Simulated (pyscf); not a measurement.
Structures and frequencies: ωB97X-D3(BJ)/def2-SVP in PySCF. Correlated levels are frozen-core, on RHF or UHF. ΔMP2 is the change of the MP2 total energy from the triple- to the quadruple-zeta basis.

Question: What is the homolytic dissociation enthalpy (298 K, CCSD(T)/def2-TZVPP + ΔMP2(QZVPP)) of the C–Si bond of H₃Si–CH(Cl)–Cl, to SiH₃• + Cl–CH•–Cl?

Answer: C–Si to SiH₃• + Cl–CH•–Cl: 3.44 eV. H₃Si–CH(Cl)–Cl lies 3.72 eV over its isomer H₃C–SiH(Cl)–Cl, and others may lie lower still (electronic energy, ωB97M-D3(BJ)). The CCSD(T) − MP2 part came from Ansatz, without density fitting, on the same reference.
